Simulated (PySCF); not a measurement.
acetonitrile cation (C2H3N), SMILES N#CC (connectivity only; charge and spin as stated), charge +1, multiplicity 2. Atoms are numbered in the order given.

```xyz
6

C     -1.1567     0.0216     0.0000
C      0.2402     0.0220     0.0000
N      1.4425    -0.0077     0.0000
H     -1.4508    -1.0683     0.0000
H     -1.5738     0.4301     0.9302
H     -1.5738     0.4301    -0.9302
```
Charge +1, spin multiplicity 2.

The structure is a stationary point at B3LYP-D3(BJ)/def2-TZVP. The geometry has at least one imaginary mode, so it is a saddle point at that level. The multiplicity is an assumed one; other spin states were not compared.

These are SMD-ωB97X/def2-SVP (PySCF) values and carry that method's errors.

Solvation free energies are E(SMD) − E(gas) at the gas-phase geometry, for 1 M in both phases.

Task: Rank water, toluene, N,N-dimethylformamide by solvation free energy, most negative first.

Result: N,N-dimethylformamide (-73.7 kcal/mol), water (-72.9 kcal/mol), toluene (-43.5 kcal/mol)
